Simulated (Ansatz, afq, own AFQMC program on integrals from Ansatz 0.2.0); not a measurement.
**SiH$_{4}$, singlet in 6-31G, levels against full CI**

```xyz
5

Si    0.0000    0.0000    0.0000
H     1.5191    1.5243    1.5209
H    -1.5257   -1.5166    1.5220
H    -1.5171    1.5186   -1.5285
H     1.5237   -1.5262   -1.5143
```

Basis 6-31G. Only valence electrons are correlated. Ansatz 0.2.0 and our own AFQMC program on the same integrals; the CISD trial comes from CCSD amplitudes, and released means the phaseless constraint is let go. Uncertainties: one standard error, sampling alone.

Determinant: RHF, the one that the program's search chose, which needn't be the lowest solution. The geometry is a point of a scan.

Full CI on the same integrals is exact in this basis and with this determinant's frozen core.

Cautions: restricted determinant unstable towards unrestricted (UHF 4.56 eV lower, ⟨S²⟩ 2.48); strong correlation (T1 0.026, weight of the determinant 0.63, largest double 0.23); (T) is large, 9 % of the CCSD correlation; CCSD(T) is in doubt: in a space of 8 electrons in 8 natural orbitals full CI lies 283 meV below it; the released energies are still falling, so no released level is given (meV from the phaseless value at times in 1/Eh: -31 ± 8 at 0.24, -70 ± 8 at 0.51, -130 ± 8 at 0.99, -205 ± 7 at 1.62, -259 ± 9 at 2.40).

```
T1 diagnostic                               : 0.0265
weight of the determinant in the CISD state : 0.630
size of the correlated space                : 8 electrons in 16 orbitals
```

Reference: full CI, correlation energy -6.927 eV. The cautions show a poor starting determinant, so the rows tell how each method copes with it here, and full CI is the sure value.

```json
{"level": "HF", "E − E(reference) (meV)": "6927.2", "share of correlation (%)": "0.00"}
{"level": "MP2", "E − E(reference) (meV)": "3103.6", "share of correlation (%)": "55.20"}
{"level": "CCSD", "E − E(reference) (meV)": "853.8", "share of correlation (%)": "87.67"}
{"level": "CCSD(T)", "E − E(reference) (meV)": "291.8", "share of correlation (%)": "95.79"}
{"level": "ph-AFQMC/HF", "E − E(reference) (meV)": "1397.1 ± 40.9", "share of correlation (%)": "79.83"}
{"level": "ph-AFQMC/CISD", "E − E(reference) (meV)": "500.7 ± 8.6", "share of correlation (%)": "92.77"}
```

A walk keeps the symmetry of its determinant, which the program's search chose and which needn't be the lowest solution, so a lower state of the same spin and another symmetry isn't excluded.
